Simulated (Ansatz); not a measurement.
A made-up structure of BSi₂H₇, singlet:

B1  (-1.408, 0.332, -0.609)
Si2  (0.306, 0.998, -0.206)
Si3  (0.746, -0.933, 0.563)
H4  (-2.296, 0.394, 0.279)
H5  (-1.580, -0.238, -1.717)
H6  (0.426, 2.130, 0.931)
H7  (1.272, 1.381, -1.433)
H8  (0.673, -2.104, -0.534)
H9  (-0.160, -1.352, 1.821)
H10  (2.021, -0.607, 0.907)
(Å)

It is relaxed with PBE-D4/def2-SVP and then PBE0-D4/def2-TZVP (Ansatz 0.2.0). Atoms count as bonded within 1.22 times the sum of their covalent radii (H–H: 0.88 Å). The end point is not checked to be a true minimum.

(1) Does its bonding change? (A judgement: the text doesn't fix the answer.)

## Answers

(1) Computed: No: no bond forms or breaks.

Where it ends: The first stage lowers the energy by 1.30 eV in 10 steps. It ends as BSi₂H₇ ([BH2][SiH2][SiH3]):
```
10
angstrom
B -1.6588 0.5289 -0.7613
Si 0.2063 0.9728 -0.2344
Si 0.9887 -1.0497 0.6865
H -2.5589 0.6349 0.0182
H -1.8972 0.0506 -1.8308
H 0.3259 2.0149 0.8232
H 1.1094 1.3213 -1.3666
H 0.9290 -2.1382 -0.3253
H 0.1572 -1.4433 1.8553
H 2.3984 -0.8921 1.1352
```

Labels in which every atom is bracketed show which atoms are joined, not bond orders.

For scale, one of the runs: PBE0-D4/def2-TZVP relaxation, 147 basis functions, launched by `ansatz run in.yaml --threads 2 --pin off --events-out ev --progress --plain --max-ram 4352MiB`. The run took about 19 s on 2 CPU threads of an Arm Neoverse V1 (shared host).
